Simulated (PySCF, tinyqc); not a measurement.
RKS/LDA (PW92) in the sto-3g basis, for OH-, spin multiplicity 1, step by step. The basis has no diffuse functions, so it cannot describe the extra electron: this is an exercise in the method, not the real anion. The lowest restricted solution is unstable here: a spin-polarised one lies 0.0042 hartree lower (PySCF). Computed by tinyqc, a small Python program that keeps every step (integrals from PySCF). Settings: charge = -1, multiplicity = 1, basis = sto-3g, energy threshold = 1e-08, iteration cap = 64, orthogonalisation = symmetric, start = core, DIIS depth = 4, DIIS from iteration = 2, shift = 1.0, method = RKS, functional = lda,pw, grid = [40, 50]. Command: `OMP_NUM_THREADS=1 python tinyqc.py 26378 26379 out.jsonl` (the two numbers bound the seeds that draw the settings). One thread of a shared host (Intel(R) Xeon(R) Processor @ 2.60GHz), about 0.7 s of CPU time with the checks. Later iterations appear only in the table of the cycle.

## One-electron integrals

Geometry (angstrom):
```
atom         x         y         z
O     0.000000  0.000000  0.000000
H     0.000000  0.000000  1.714000
```

Basis sto-3g: exponents (1/bohr^2) and contraction coefficients of normalised primitives:
```
element  l (shell)    exponent  coefficient
O            s (1)  130.709320     0.154329
O            s (1)   23.808861     0.535328
O            s (1)    6.443608     0.444635
O            s (2)    5.033151    -0.099967
O            s (2)    1.169596     0.399513
O            s (2)    0.380389     0.700115
O            p (3)    5.033151     0.155916
O            p (3)    1.169596     0.607684
O            p (3)    0.380389     0.391957
H            s (1)    3.425251     0.154329
H            s (1)    0.623914     0.535328
H            s (1)    0.168855     0.444635
```

Overlap, kinetic and nuclear-attraction integrals over the contracted functions; the nuclear repulsion is the sum of Za Zb / Rab.

nuclear repulsion = 2.46990530 hartree

overlap S, order 1O 1s, 1O 2s, 1O 2px, 1O 2py, 1O 2pz, 2H 1s:
```
[[1.000000, 0.236704, 0.000000, 0.000000, 0.000000, 0.009616],
 [0.236704, 1.000000, 0.000000, 0.000000, 0.000000, 0.133785],
 [0.000000, 0.000000, 1.000000, 0.000000, 0.000000, 0.000000],
 [0.000000, 0.000000, 0.000000, 1.000000, 0.000000, 0.000000],
 [0.000000, 0.000000, 0.000000, 0.000000, 1.000000, 0.139427],
 [0.009616, 0.133785, 0.000000, 0.000000, 0.139427, 1.000000]]
```

kinetic energy T (hartree), order 1O 1s, 1O 2s, 1O 2px, 1O 2py, 1O 2pz, 2H 1s:
```
[[29.003200, -0.168011, 0.000000, 0.000000, 0.000000, -0.002602],
 [-0.168011, 0.808128, 0.000000, 0.000000, 0.000000, -0.016841],
 [0.000000, 0.000000, 2.528731, 0.000000, 0.000000, 0.000000],
 [0.000000, 0.000000, 0.000000, 2.528731, 0.000000, 0.000000],
 [0.000000, 0.000000, 0.000000, 0.000000, 2.528731, 0.006870],
 [-0.002602, -0.016841, 0.000000, 0.000000, 0.006870, 0.760032]]
```

nuclear attraction V (hartree), order 1O 1s, 1O 2s, 1O 2px, 1O 2py, 1O 2pz, 2H 1s:
```
[[-60.927193, -7.256159, 0.000000, 0.000000, -0.004841, -0.301746],
 [-7.256159, -9.360647, 0.000000, 0.000000, -0.061092, -0.830654],
 [0.000000, 0.000000, -9.279450, 0.000000, 0.000000, 0.000000],
 [0.000000, 0.000000, 0.000000, -9.279450, 0.000000, 0.000000],
 [-0.004841, -0.061092, 0.000000, 0.000000, -9.305617, -0.730910],
 [-0.301746, -0.830654, 0.000000, 0.000000, -0.730910, -3.692686]]
```

core Hamiltonian H = T + V (hartree), order 1O 1s, 1O 2s, 1O 2px, 1O 2py, 1O 2pz, 2H 1s:
```
[[-31.923993, -7.424170, 0.000000, 0.000000, -0.004841, -0.304349],
 [-7.424170, -8.552519, 0.000000, 0.000000, -0.061092, -0.847496],
 [0.000000, 0.000000, -6.750719, 0.000000, 0.000000, 0.000000],
 [0.000000, 0.000000, 0.000000, -6.750719, 0.000000, 0.000000],
 [-0.004841, -0.061092, 0.000000, 0.000000, -6.776886, -0.724040],
 [-0.304349, -0.847496, 0.000000, 0.000000, -0.724040, -2.932654]]
```

## Two-electron integrals

Functions are numbered as in S; the eight-fold symmetry (ij|kl) = (ji|kl) = (kl|ij) leaves the list below.

Two-electron integrals (ij|kl) in chemists' order, unique and non-zero (hartree):
```
(11|11) 4.785065   (21|11) 0.741380   (21|21) 0.136873   (22|11) 1.118947
(22|21) 0.256633   (22|22) 0.817206   (31|31) 0.024477   (32|31) 0.037809
(32|32) 0.180518   (33|11) 1.115814   (33|21) 0.256684   (33|22) 0.817023
(33|33) 0.880159   (41|41) 0.024477   (42|41) 0.037809   (42|42) 0.180518
(43|43) 0.047444   (44|11) 1.115814   (44|21) 0.256684   (44|22) 0.817023
(44|33) 0.785270   (44|44) 0.880159   (51|51) 0.024477   (52|51) 0.037809
(52|52) 0.180518   (53|53) 0.047444   (54|54) 0.047444   (55|11) 1.115814
(55|21) 0.256684   (55|22) 0.817023   (55|33) 0.785270   (55|44) 0.785270
(55|55) 0.880159   (61|11) 0.030466   (61|21) 0.005582   (61|22) 0.010417
(61|33) 0.010402   (61|44) 0.010402   (61|51) 0.000236   (61|52) 0.000449
(61|55) 0.010447   (61|61) 0.000230   (62|11) 0.094731   (62|21) 0.022091
(62|22) 0.080853   (62|33) 0.079476   (62|44) 0.079476   (62|51) 0.001611
(62|52) 0.013837   (62|55) 0.083525   (62|61) 0.000918   (62|62) 0.011246
(63|31) 0.002038   (63|32) 0.012846   (63|53) 0.002717   (63|63) 0.001420
(64|41) 0.002038   (64|42) 0.012846   (64|54) 0.002717   (64|64) 0.001420
(65|11) 0.079689   (65|21) 0.018791   (65|22) 0.073546   (65|33) 0.070635
(65|44) 0.070635   (65|51) 0.003108   (65|52) 0.023632   (65|55) 0.079283
(65|61) 0.000803   (65|62) 0.012460   (65|65) 0.015061   (66|11) 0.308236
(66|21) 0.072946   (66|22) 0.307075   (66|33) 0.299214   (66|44) 0.299214
(66|51) 0.004765   (66|52) 0.058856   (66|55) 0.322666   (66|61) 0.003027
(66|62) 0.061305   (66|65) 0.078792   (66|66) 0.774606
```

## Orthogonalisation

S = U s U^T; symmetric (Loewdin) form X = U s^(-1/2) U^T, so that X^T S X = 1.

eigenvalues of S: [0.722244, 0.878404, 1.000000, 1.000000, 1.112375, 1.286978]

X, order 1O 1s, 1O 2s, 1O 2px, 1O 2py, 1O 2pz, 2H 1s:
```
[[1.022046, -0.123629, 0.000000, 0.000000, -0.000949, 0.007631],
 [-0.123629, 1.029208, 0.000000, 0.000000, 0.007396, -0.070128],
 [0.000000, 0.000000, 1.000000, 0.000000, 0.000000, 0.000000],
 [0.000000, 0.000000, 0.000000, 1.000000, 0.000000, 0.000000],
 [-0.000949, 0.007396, 0.000000, 0.000000, 1.007497, -0.071407],
 [0.007631, -0.070128, 0.000000, 0.000000, -0.071407, 1.014528]]
```

## Starting guess

The start is the orbitals of the core Hamiltonian; D = 2 C_occ C_occ^T.

D at the start, order 1O 1s, 1O 2s, 1O 2px, 1O 2py, 1O 2pz, 2H 1s:
```
[[2.119507, -0.505747, 0.000000, 0.000000, -0.004624, 0.022217],
 [-0.505747, 2.140056, 0.000000, 0.000000, 0.024226, -0.091403],
 [0.000000, 0.000000, 2.000000, 0.000000, 0.000000, 0.000000],
 [0.000000, 0.000000, 0.000000, 2.000000, 0.000000, 0.000000],
 [-0.004624, 0.024226, 0.000000, 0.000000, 2.026679, -0.121334],
 [0.022217, -0.091403, 0.000000, 0.000000, -0.121334, 0.011046]]
```

## Iteration 1: exchange-correlation on the grid

Becke grid with 40 radial and 50 angular points per atom, points of zero weight dropped. rho = sum D_ij phi_i phi_j; V_xc,ij = sum w v_xc phi_i phi_j; v_xc is d(rho eps)/d rho.

The 8 grid points with the largest w rho, of 3981 (bohr, atomic units):
```
x                  y         z         w       rho     eps_xc       v_xc
0.798597    0.798597  0.000000  0.059856  0.402655  -0.609224  -0.798918
0.798597   -0.798597  0.000000  0.059856  0.402655  -0.609224  -0.798918
-0.798597   0.798597  0.000000  0.059856  0.402655  -0.609224  -0.798918
-0.798597  -0.798597  0.000000  0.059856  0.402655  -0.609224  -0.798918
-0.798597   0.000000  0.798597  0.059514  0.404657  -0.610166  -0.800163
0.798597    0.000000  0.798597  0.059514  0.404657  -0.610166  -0.800163
0.000000   -0.798597  0.798597  0.059514  0.404657  -0.610166  -0.800163
0.000000    0.798597  0.798597  0.059514  0.404657  -0.610166  -0.800163
```

electrons on the grid, sum of w rho = 10.000499

E_xc = sum of w rho eps_xc = -9.55804025 hartree

V_xc (hartree), order 1O 1s, 1O 2s, 1O 2px, 1O 2py, 1O 2pz, 2H 1s:
```
[[-2.937029, -0.428987, 0.000000, 0.000000, -0.000149, -0.017722],
 [-0.428987, -0.839056, 0.000000, 0.000000, -0.000213, -0.067455],
 [0.000000, 0.000000, -0.834391, 0.000000, 0.000000, 0.000000],
 [0.000000, 0.000000, 0.000000, -0.834391, 0.000000, 0.000000],
 [-0.000149, -0.000213, 0.000000, 0.000000, -0.834253, -0.053427],
 [-0.017722, -0.067455, 0.000000, 0.000000, -0.053427, -0.110951]]
```

## Iteration 1: building the Kohn-Sham matrix

J_ij = sum D_kl (ij|kl); F = H + J + V_xc; E = tr D H + tr D J / 2 + E_xc + E_nn.

Coulomb J (hartree), order 1O 1s, 1O 2s, 1O 2px, 1O 2py, 1O 2pz, 2H 1s:
```
[[18.479444, 3.521532, 0.000000, 0.000000, 0.000620, 0.143701],
 [3.521532, 8.756061, 0.000000, 0.000000, 0.000803, 0.834944],
 [0.000000, 0.000000, 8.748263, 0.000000, 0.000000, 0.000000],
 [0.000000, 0.000000, 0.000000, 8.748263, 0.000000, 0.000000],
 [0.000620, 0.000803, 0.000000, 0.000000, 8.748216, 0.746599],
 [0.143701, 0.834944, 0.000000, 0.000000, 0.746599, 3.068649]]
```

Kohn-Sham matrix F (hartree), order 1O 1s, 1O 2s, 1O 2px, 1O 2py, 1O 2pz, 2H 1s:
```
[[-16.381578, -4.331625, 0.000000, 0.000000, -0.004370, -0.178369],
 [-4.331625, -0.635515, 0.000000, 0.000000, -0.060502, -0.080007],
 [0.000000, 0.000000, 1.163152, 0.000000, 0.000000, 0.000000],
 [0.000000, 0.000000, 0.000000, 1.163152, 0.000000, 0.000000],
 [-0.004370, -0.060502, 0.000000, 0.000000, 1.137077, -0.030868],
 [-0.178369, -0.080007, 0.000000, 0.000000, -0.030868, 0.025045]]
```

total energy of this density = -72.61372058 hartree

## Iteration 1: diagonalisation and new density

A level shift of 1 hartree raises the virtual space: F + shift (S - S D(s) S), with D(s) the density of one spin (D/2). Diagonalise F' = X^T F X, C = X C', fill 5 alpha and 5 beta electrons from the bottom; D = 2 C_occ C_occ^T. Each column has its largest component positive (the first on a tie).

F' = X^T F X (hartree):
```
[[-16.029548, -2.460258, 0.000000, 0.000000, -0.002801, 0.008513],
 [-2.460258, 0.187200, 0.000000, 0.000000, -0.045339, -0.096296],
 [0.000000, 0.000000, 1.163152, 0.000000, 0.000000, 0.000000],
 [0.000000, 0.000000, 0.000000, 1.163152, 0.000000, 0.000000],
 [-0.002801, -0.045339, 0.000000, 0.000000, 1.158063, -0.123063],
 [0.008513, -0.096296, 0.000000, 0.000000, -0.123063, 1.043807]]
```

orbital energies (hartree): [-16.394586, 0.526678, 0.990493, 1.163152, 1.163152, 1.236938]

coefficients C, order 1O 1s, 1O 2s, 1O 2px, 1O 2py, 1O 2pz, 2H 1s:
```
[[0.992836, -0.263371, 0.068602, 0.000000, 0.000000, -0.011339],
 [0.028746, 0.993663, -0.294535, 0.000000, 0.000000, 0.067691],
 [0.000000, 0.000000, 0.000000, 0.941508, -0.336989, 0.000000],
 [0.000000, 0.000000, 0.000000, 0.336989, 0.941508, 0.000000],
 [0.000666, 0.102090, 0.478962, 0.000000, 0.000000, 0.883390],
 [-0.002446, 0.134034, 0.802320, 0.000000, 0.000000, -0.614536]]
```

D after iteration 1, order 1O 1s, 1O 2s, 1O 2px, 1O 2py, 1O 2pz, 2H 1s:
```
[[2.119586, -0.506736, 0.000000, 0.000000, 0.013263, 0.034622],
 [-0.506736, 2.149889, 0.000000, 0.000000, -0.079218, -0.206393],
 [0.000000, 0.000000, 2.000000, 0.000000, 0.000000, 0.000000],
 [0.000000, 0.000000, 0.000000, 2.000000, 0.000000, 0.000000],
 [0.013263, -0.079218, 0.000000, 0.000000, 0.479655, 0.795925],
 [0.034622, -0.206393, 0.000000, 0.000000, 0.795925, 1.323376]]
```

Within a degenerate level the vectors are fixed only up to a rotation; this is one choice.

## Iteration 2: exchange-correlation on the grid

As before.

The 8 grid points with the largest w rho, of 3981 (bohr, atomic units):
```
x                  y         z         w       rho     eps_xc       v_xc
0.798597   -0.798597  0.000000  0.059856  0.402721  -0.609255  -0.798959
0.798597    0.798597  0.000000  0.059856  0.402721  -0.609255  -0.798959
-0.798597   0.798597  0.000000  0.059856  0.402721  -0.609255  -0.798959
-0.798597  -0.798597  0.000000  0.059856  0.402721  -0.609255  -0.798959
-0.687587  -0.687587  0.000000  0.039903  0.592548  -0.687266  -0.902101
-0.687587   0.687587  0.000000  0.039903  0.592548  -0.687266  -0.902101
0.687587    0.687587  0.000000  0.039903  0.592548  -0.687266  -0.902101
0.687587   -0.687587  0.000000  0.039903  0.592548  -0.687266  -0.902101
```

electrons on the grid, sum of w rho = 10.000680

E_xc = sum of w rho eps_xc = -8.90629851 hartree

V_xc (hartree), order 1O 1s, 1O 2s, 1O 2px, 1O 2py, 1O 2pz, 2H 1s:
```
[[-2.922616, -0.418557, 0.000000, 0.000000, 0.000457, -0.017274],
 [-0.418557, -0.790376, 0.000000, 0.000000, -0.001991, -0.072594],
 [0.000000, 0.000000, -0.805658, 0.000000, 0.000000, 0.000000],
 [0.000000, 0.000000, 0.000000, -0.805658, 0.000000, 0.000000],
 [0.000457, -0.001991, 0.000000, 0.000000, -0.745423, -0.066168],
 [-0.017274, -0.072594, 0.000000, 0.000000, -0.066168, -0.457210]]
```

## Iteration 2: building the Kohn-Sham matrix

As before.

Coulomb J (hartree), order 1O 1s, 1O 2s, 1O 2px, 1O 2py, 1O 2pz, 2H 1s:
```
[[17.292830, 3.252005, 0.000000, 0.000000, 0.005264, 0.132789],
 [3.252005, 8.019289, 0.000000, 0.000000, 0.082229, 0.804429],
 [0.000000, 0.000000, 8.045273, 0.000000, 0.000000, 0.000000],
 [0.000000, 0.000000, 0.000000, 8.045273, 0.000000, 0.000000],
 [0.005264, 0.082229, 0.000000, 0.000000, 7.944143, 0.748045],
 [0.132789, 0.804429, 0.000000, 0.000000, 0.748045, 3.707430]]
```

Kohn-Sham matrix F (hartree), order 1O 1s, 1O 2s, 1O 2px, 1O 2py, 1O 2pz, 2H 1s:
```
[[-17.553779, -4.590722, 0.000000, 0.000000, 0.000879, -0.188833],
 [-4.590722, -1.323606, 0.000000, 0.000000, 0.019146, -0.115661],
 [0.000000, 0.000000, 0.488896, 0.000000, 0.000000, 0.000000],
 [0.000000, 0.000000, 0.000000, 0.488896, 0.000000, 0.000000],
 [0.000879, 0.019146, 0.000000, 0.000000, 0.421833, -0.042163],
 [-0.188833, -0.115661, 0.000000, 0.000000, -0.042163, 0.317567]]
```

total energy of this density = -73.73785916 hartree

## Iteration 2: diagonalisation and new density

As before.

F' = X^T F X (hartree):
```
[[-17.199106, -2.501216, 0.000000, 0.000000, -0.009619, 0.008338],
 [-2.501216, -0.486273, 0.000000, 0.000000, 0.049486, -0.098156],
 [0.000000, 0.000000, 0.488896, 0.000000, 0.000000, 0.000000],
 [0.000000, 0.000000, 0.000000, 0.488896, 0.000000, 0.000000],
 [-0.009619, 0.049486, 0.000000, 0.000000, 1.138484, -0.555811],
 [0.008338, -0.098156, 0.000000, 0.000000, -0.555811, 0.643463]]
```

orbital energies (hartree): [-17.565408, -0.132887, 0.289805, 0.488896, 0.488896, 1.505058]

coefficients C, order 1O 1s, 1O 2s, 1O 2px, 1O 2py, 1O 2pz, 2H 1s:
```
[[0.993347, -0.266618, 0.040790, 0.000000, 0.000000, -0.020827],
 [0.026791, 1.015785, -0.189345, 0.000000, 0.000000, 0.105533],
 [0.000000, 0.000000, 0.000000, 0.999775, -0.021235, 0.000000],
 [0.000000, 0.000000, 0.000000, 0.021235, 0.999775, 0.000000],
 [0.000245, 0.020141, 0.492758, 0.000000, 0.000000, 0.881469],
 [-0.002284, 0.072270, 0.807849, 0.000000, 0.000000, -0.617652]]
```

D after iteration 2, order 1O 1s, 1O 2s, 1O 2px, 1O 2py, 1O 2pz, 2H 1s:
```
[[2.118975, -0.503876, 0.000000, 0.000000, 0.029947, 0.022830],
 [-0.503876, 2.136778, 0.000000, 0.000000, -0.145672, -0.159225],
 [0.000000, 0.000000, 2.000000, 0.000000, 0.000000, 0.000000],
 [0.000000, 0.000000, 0.000000, 2.000000, 0.000000, 0.000000],
 [0.029947, -0.145672, 0.000000, 0.000000, 0.486433, 0.799059],
 [0.022830, -0.159225, 0.000000, 0.000000, 0.799059, 1.315697]]
```

Within a degenerate level the vectors are fixed only up to a rotation; this is one choice.

## Iteration 30 (converged): orbitals

converged F (hartree), order 1O 1s, 1O 2s, 1O 2px, 1O 2py, 1O 2pz, 2H 1s:
```
[[-17.557185, -4.591336, 0.000000, 0.000000, -0.004583, -0.188922],
 [-4.591336, -1.324546, 0.000000, 0.000000, -0.007924, -0.117956],
 [0.000000, 0.000000, 0.487687, 0.000000, 0.000000, 0.000000],
 [0.000000, 0.000000, 0.000000, 0.487687, 0.000000, 0.000000],
 [-0.004583, -0.007924, 0.000000, 0.000000, 0.421431, -0.045982],
 [-0.188922, -0.117956, 0.000000, 0.000000, -0.045982, 0.306008]]
```

Diagonalise F' = X^T F X, C = X C', fill 5 alpha and 5 beta electrons from the bottom; D = 2 C_occ C_occ^T. Each column has its largest component positive (the first on a tie).

F' = X^T F X (hartree):
```
[[-17.202529, -2.501259, 0.000000, 0.000000, -0.008923, 0.006676],
 [-2.501259, -0.487782, 0.000000, 0.000000, 0.003889, -0.085675],
 [0.000000, 0.000000, 0.487687, 0.000000, 0.000000, 0.000000],
 [0.000000, 0.000000, 0.000000, 0.487687, 0.000000, 0.000000],
 [-0.008923, 0.003889, 0.000000, 0.000000, 0.435916, -0.100134],
 [0.006676, -0.085675, 0.000000, 0.000000, -0.100134, 0.334938]]
```

orbital energies (hartree): [-17.568807, -0.137381, 0.285114, 0.487687, 0.487687, 0.501616]

coefficients C, order 1O 1s, 1O 2s, 1O 2px, 1O 2py, 1O 2pz, 2H 1s:
```
[[0.993350, -0.264446, 0.050026, 0.000000, 0.000000, -0.027244],
 [0.026780, 1.005730, -0.225122, 0.000000, 0.000000, 0.128984],
 [0.000000, 0.000000, 0.000000, 0.033464, 0.999440, 0.000000],
 [0.000000, 0.000000, 0.000000, 0.999440, -0.033464, 0.000000],
 [0.000574, 0.017616, 0.493820, 0.000000, 0.000000, 0.880929],
 [-0.002311, 0.115045, 0.803299, 0.000000, 0.000000, -0.617101]]
```

D after iteration 30, order 1O 1s, 1O 2s, 1O 2px, 1O 2py, 1O 2pz, 2H 1s:
```
[[2.118358, -0.501243, 0.000000, 0.000000, 0.041230, 0.014933],
 [-0.501243, 2.125779, 0.000000, 0.000000, -0.186875, -0.130397],
 [0.000000, 0.000000, 2.000000, 0.000000, 0.000000, 0.000000],
 [0.000000, 0.000000, 0.000000, 2.000000, 0.000000, 0.000000],
 [0.041230, -0.186875, 0.000000, 0.000000, 0.488337, 0.797420],
 [0.014933, -0.130397, 0.000000, 0.000000, 0.797420, 1.317059]]
```

Within a degenerate level the vectors are fixed only up to a rotation; this is one choice.

## Convergence

Stop when the energy changes by less than 1e-08 hartree and every element of the error matrix X^T (F D S - S D F) X is below 3e-05.

Course of the cycle:
```
iteration   E (hartree)     change  largest element of the error matrix
1          -72.61372058          -                             2.46e-01
2          -73.73785916  -1.12e+00                             1.00e-01
3          -73.74385019  -5.99e-03                             3.69e-02
4          -73.74452627  -6.76e-04                             2.27e-02
5          -73.74475777  -2.31e-04                             1.39e-02
6          -73.74484241  -8.46e-05                             8.60e-03
7          -73.74487444  -3.20e-05                             5.34e-03
8          -73.74488671  -1.23e-05                             3.34e-03
9          -73.74489154  -4.83e-06                             2.11e-03
10         -73.74489354  -1.99e-06                             1.35e-03
11         -73.74489441  -8.73e-07                             9.22e-04
12         -73.74489483  -4.17e-07                             7.91e-04
13         -73.74489504  -2.17e-07                             6.70e-04
14         -73.74489516  -1.23e-07                             5.63e-04
...                 ...        ...                                  ...
17         -73.74489531  -3.05e-08                             3.24e-04
18         -73.74489534  -2.01e-08                             2.68e-04
19         -73.74489535  -1.35e-08                             2.22e-04
20         -73.74489536  -9.04e-09                             1.83e-04
21         -73.74489536  -6.09e-09                             1.51e-04
22         -73.74489537  -4.11e-09                             1.24e-04
23         -73.74489537  -2.78e-09                             1.02e-04
24         -73.74489537  -1.88e-09                             8.40e-05
25         -73.74489537  -1.27e-09                             6.91e-05
26         -73.74489537  -8.56e-10                             5.69e-05
27         -73.74489538  -5.79e-10                             4.68e-05
28         -73.74489538  -3.91e-10                             3.85e-05
29         -73.74489538  -2.64e-10                             3.16e-05
30         -73.74489538  -1.79e-10                             2.60e-05
```

PySCF RKS in the same basis, fine grid = -73.74446957 hartree

Converged in 30 iterations. The coarse grid moves the energy by -4.26e-04 hartree.

## Populations, bond orders and dipole

Mulliken: Z minus the diagonal of D S on the atom; Loewdin: the same with S^(1/2) D S^(1/2); Mayer order: 2 sum_s sum (D(s) S)_ij (D(s) S)_ji over the two atoms.

Charges (e):
```
atom   Mulliken    Loewdin
1O    -0.589061  -0.591436
2H    -0.410939  -0.408564
```

Mayer bond orders:
```
pair     order
2-1   0.831129
```

dipole moment about the origin, x y z (debye): [0.000000, 0.000000, -2.965439]
